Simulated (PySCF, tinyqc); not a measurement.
Worked calculation: MP2 on RHF in the sto-3g basis, frozen core, for CH+, spin multiplicity 1. The lowest restricted solution is unstable here: a spin-polarised one lies 0.0111 hartree lower (PySCF). One step of it, computed by the program tinyqc.

Question. Second-order Moller-Plesset energy. E2 = sum_ijab (ia|jb) [2 (ia|jb) - (ib|ja)] / (e_i + e_j - e_a - e_b) over occupied i, j and virtual a, b; the opposite-spin part is (ia|jb)^2 / denominator, the rest is same-spin, and SCS-MP2 scales them by 6/5 and 1/3.

orbital energies (hartree): [-11.704882, -1.244507, -0.858312, -0.288127, -0.288127, 0.159429]

Two-electron integrals over orbitals (pq|rs), unique and non-zero (hartree); the lowest 1 orbital is frozen and left out:
```
(22|22) 0.610763    (32|22) 0.050268    (32|32) 0.092216    (33|22) 0.514122
(33|32) -0.057849   (33|33) 0.625564    (42|42) 0.098770    (43|42) -0.044687
(43|43) 0.053505    (44|22) 0.566380    (44|32) -0.047371   (44|33) 0.566013
(44|44) 0.672833    (52|52) 0.098770    (53|52) -0.044687   (53|53) 0.053505
(54|54) 0.036269    (55|22) 0.566380    (55|32) -0.047371   (55|33) 0.566013
(55|44) 0.600295    (55|55) 0.672833    (62|22) -0.070839   (62|32) 0.023788
(62|33) -0.033880   (62|44) -0.106062   (62|55) -0.106062   (62|62) 0.102671
(63|22) -0.007569   (63|32) 0.070034    (63|33) -0.087231   (63|44) -0.076271
(63|55) -0.076271   (63|62) 0.063646    (63|63) 0.097922    (64|42) -0.039821
(64|43) 0.003448    (64|64) 0.027023    (65|52) -0.039821   (65|53) 0.003448
(65|65) 0.027023    (66|22) 0.580240    (66|32) 0.089454    (66|33) 0.495964
(66|44) 0.489884    (66|55) 0.489884    (66|62) 0.012567    (66|63) 0.057674
(66|66) 0.663078
```

Hartree-Fock energy = -37.45539237 hartree

Give: Terms; Pair energies; MP2 correlation energy; SCS-MP2 correlation energy; MP2 total energy.

Answer.

Terms:
```
i  j  a  b  (ia|jb)  (ib|ja)  denominator     term
2  2  4  4   0.0988   0.0988      -1.9128  -0.0051
2  2  5  5   0.0988   0.0988      -1.9128  -0.0051
3  3  6  6   0.0979   0.0979      -2.0355  -0.0047
2  2  6  6   0.1027   0.1027      -2.8079  -0.0038
3  3  4  4   0.0535   0.0535      -1.1404  -0.0025
3  3  5  5   0.0535   0.0535      -1.1404  -0.0025
2  3  6  6   0.0636   0.0636      -2.4217  -0.0017
3  2  6  6   0.0636   0.0636      -2.4217  -0.0017
2  3  4  4  -0.0447  -0.0447      -1.5266  -0.0013
3  2  4  4  -0.0447  -0.0447      -1.5266  -0.0013
2  3  5  5  -0.0447  -0.0447      -1.5266  -0.0013
3  2  5  5  -0.0447  -0.0447      -1.5266  -0.0013
```

Pair energies (hartree; pair i-j sums ij and ji):
```
pair  opposite spin  same spin
2-2         -0.0140     0.0000
3-2         -0.0086     0.0000
3-3         -0.0097     0.0000
```

MP2 correlation energy = -0.032264 hartree

SCS-MP2 correlation energy = -0.038717 hartree

MP2 total energy = -37.487656 hartree
